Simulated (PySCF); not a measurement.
Species: C4H6.
Bonds: C1–C2 (double), C2–C3, C3–C4 (double). Hydrogens: H5, H6 on C1; H7 on C2; H8 on C3; H9, H10 on C4.

Computed by this run: PBE0-D3(BJ)/def2-SVP geometry optimisation, gas phase in PySCF 2.14.0; density fitting, grid level 1; the optimiser is geomeTRIC in internal coordinates, started from an MMFF94s structure with every atom displaced at random (about 0.03 Å).

Step 0: E = -4235.2655 eV
```
atom  x, y, z in Å  |  force x, y, z in eV/Å
C1      1.7590    0.1354   -0.6449   -7.160   2.590  -1.983
C2      0.6686   -0.2004    0.1149    2.012   0.170  -1.186
C3     -0.7463    0.1799   -0.1474    8.505   1.611  -3.990
C4     -1.5981   -0.2053    0.6469  -10.197  -2.077   5.557
H5      1.5365    0.8257   -1.5568    0.656  -1.209   1.377
H6      2.7039   -0.0794   -0.4439    4.611  -1.280   1.105
H7      0.9254   -0.8281    0.9799   -0.570   0.018   0.133
H8     -0.8503    0.8385   -0.9943   -0.570   0.283  -0.458
H9     -2.7211    0.1101    0.4948    1.960  -0.499   0.184
H10    -1.5531   -0.8530    1.5553    0.754   0.394  -0.739
```

Task: Estimate the geometry and energy of step 1. (The exact step hangs on the optimiser's Hessian estimate; all steps are aligned on step 0, rigid shifts and turns removed.)

Result: E = -4236.2331 eV, largest force 3.023 eV/Å
```
atom  x, y, z in Å  |  force x, y, z in eV/Å
C1      1.7146    0.1907   -0.6936    2.185  -0.470  -0.139
C2      0.7292   -0.1430    0.1300   -1.392  -0.240   0.402
C3     -0.6765    0.2264   -0.0992   -1.230  -1.075   2.109
C4     -1.7331   -0.2111    0.6922    1.358   1.173  -2.433
H5      1.5440    0.7192   -1.6470    0.118   0.009   0.375
H6      2.7804   -0.1482   -0.4330   -1.468   0.586  -0.614
H7      0.9372   -0.7708    1.0103    0.002   0.212  -0.057
H8     -0.8294    0.9276   -0.9084   -0.335   0.219  -0.456
H9     -2.7907    0.0337    0.4608    0.627   0.057   0.141
H10    -1.5510   -0.9013    1.4924    0.136  -0.471   0.671
```

The energy changes by -0.9676 eV. The first-order estimate −F·Δx gives -3.1479 eV and the mean of the old and new forces, exact on a quadratic surface, -1.1617 eV. The step makes an angle of 59° with the force vector and moves no atom by more than 0.143 Å.

What follows is the cost of the whole optimisation. On one thread, Arm Neoverse V2 (aarch64), shared host with 96 logical CPUs at a one-minute load of 43, this took 15 s and 0.34 GiB of memory at its peak.
